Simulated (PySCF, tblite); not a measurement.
# A complex of PH2F and methanimine

A gas-phase complex of PH2F and methanimine; neutral, singlet. The structure comes from a short search (6 tight-binding starts) and was relaxed by PBE0-D3(BJ)/def2-SVPD; another way of binding may lie lower. Frequencies by PBE0-D3(BJ)/def2-SVPD show no clear imaginary mode.

Parts: 1 = PH2F (FP), atoms 1–4; 2 = methanimine (C=N), atoms 5–9.

Coordinates in Å:
```
F1      0.878   -0.560    0.552
P2     -0.598    0.178    0.226
H3     -0.022    1.332   -0.382
H4     -0.791   -0.505   -1.013
C5     -3.391    0.806   -1.500
N6     -2.520    1.274   -0.712
H7     -3.171   -0.126   -2.038
H8     -4.369    1.275   -1.680
H9     -2.809    2.135   -0.245
```

```csv
contact,kind (by geometry),distance (Å),angle (°)
F1–P2···N6,pnictogen bond,2.404,168
```

Interaction energies are complex less parts, with the parts frozen as they stand in it; counterpoise-corrected, in kcal/mol (PySCF).

(1) Give the interaction energy at each level run.

(2) What holds them together? Decompose the wB97M-D3(BJ)/def2-TZVPD energy: frozen parts, their antisymmetrised product, then relaxation.

The parts were also relaxed and run alone, at the levels used for the complex: shieldings by PBE0/pcSseg-2.

Values alone: F1–P2 bond (Å): 1.647; shielding of P2 (ppm): 192.9; shielding of N6 (ppm): -129.3; shielding of F1 (ppm): 502.5.

(3) What does binding change?

Answers

(1) 
```csv
level,interaction,superposition error removed
wB97M-D3(BJ)/def2-TZVPD,-7.91,-0.17
PBE0-D3(BJ)/def2-TZVPD,-9.76,-0.15
```

(2) electrostatic -27.4, Pauli repulsion +38.8, orbital relaxation -17.7, dispersion correction -1.9 kcal/mol, which sum to the value before the counterpoise correction; the Pauli term holds the exchange-correlation of the frozen density too. Of the attraction, 58 % is electrostatic, 38 % is orbital relaxation, 4 % is dispersion correction.

(3) 
| property | alone | in the complex | change |
| --- | --- | --- | --- |
| F1–P2 bond (Å) | 1.647 | 1.682 | +0.035 |
| shielding of P2 (ppm) | 192.9 | 299.4 | +106.5 |
| shielding of N6 (ppm) | -129.3 | -109.1 | +20.2 |
| shielding of F1 (ppm) | 502.5 | 375.6 | -126.9 |

The 4 runs behind this took 10 min in all, one thread each of Intel Xeon Platinum 8175M on a shared host, launched as `OMP_NUM_THREADS=1 python cluster_run.py task.json out`.
